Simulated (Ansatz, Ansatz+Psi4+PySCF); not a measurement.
```yaml
atoms:
  - { symbol: C, position_ang: [0.0000, 0.0000, 1.4588] }
  - { symbol: C, position_ang: [0.0000, 0.0000, 0.1196] }
  - { symbol: H, position_ang: [0.0000, 0.9243, 2.0284] }
  - { symbol: H, position_ang: [0.0000, -0.9243, 2.0284] }
  - { symbol: C, position_ang: [0.0000, 1.2727, -0.6788] }
  - { symbol: H, position_ang: [0.0000, 2.1530, -0.0316] }
  - { symbol: H, position_ang: [0.8802, 1.3235, -1.3296] }
  - { symbol: H, position_ang: [-0.8802, 1.3235, -1.3296] }
  - { symbol: C, position_ang: [0.0000, -1.2727, -0.6788] }
  - { symbol: H, position_ang: [0.0000, -2.1530, -0.0316] }
  - { symbol: H, position_ang: [-0.8802, -1.3235, -1.3296] }
  - { symbol: H, position_ang: [0.8802, -1.3235, -1.3296] }
```

Basis set: cc-pVTZ (spherical functions). Correlated methods keep 4 orbitals frozen. Charge 0, multiplicity 1.

Computed with Ansatz (development build ahead of 0.2.0); each method stands on the lowest determinant of its kind that the runs found. Restricted open shells among the atoms or ions are ROHF, correlated in semicanonical orbitals with singles.

(1) Give the atomization energy at this shape (free ground-state atoms in the same class of orbitals less the molecule, no zero-point energy) of singlet C4H8 by RHF-MP2, RHF.

Answers

(1)

```
 method  atomization energy
RHF-MP2       4783.3 kJ/mol
    RHF       3735.2 kJ/mol
```
